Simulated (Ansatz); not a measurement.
The same path of H$_{6}$Si$_{2}$ (8 atoms, charge 0, multiplicity 1) was run twice with different band settings.

The calculation used RKS PBE0/cc-pVDZ in Ansatz.

Relaxed end points:

```xyz
8
Properties=species:S:1:pos:R:3
Si 0.352 0.015 -0.039
Si 1.020 -0.017 2.214
H -0.153 -0.264 3.115
H 2.030 -1.104 2.433
H 1.640 1.298 2.582
H 1.553 0.209 -0.916
H -0.609 1.139 -0.285
H -0.311 -1.277 -0.410
```

```xyz
8
Properties=species:S:1:pos:R:3
Si 0.357 0.014 -0.040
Si 1.023 -0.014 2.213
H 0.661 -1.324 2.846
H 2.507 0.177 2.319
H 0.343 1.089 2.969
H 1.063 -1.068 -0.803
H 0.690 1.336 -0.664
H -1.122 -0.210 -0.146
```

Common settings: movable images 5; climbing image yes; spring 5.0 eV/Å²; optimiser quadratic models (default); start path through a guess of the saddle point; iteration limit 60; end points relaxed.

| run | force threshold |
| --- | --- |
| 1 | 0.05 eV/Å |
| 2 | 0.2 eV/Å |

(1) What does each run give, and how far can it be trusted?

Answers

(1) Run 1: converged after 10 iterations, highest image 0.042 eV above the first end. A vibrational analysis at the climbing image gives one clearly imaginary mode, 129i cm⁻¹: a first-order saddle point.
Run 2: converged after 8 iterations, highest image 0.045 eV above the first end. The threshold of 0.2 eV/Å is loose, so the images may lie well off the minimum-energy path. Another band between the same ends (5 images) ends at a top of the same energy, where a vibrational analysis finds 1 clearly imaginary mode.
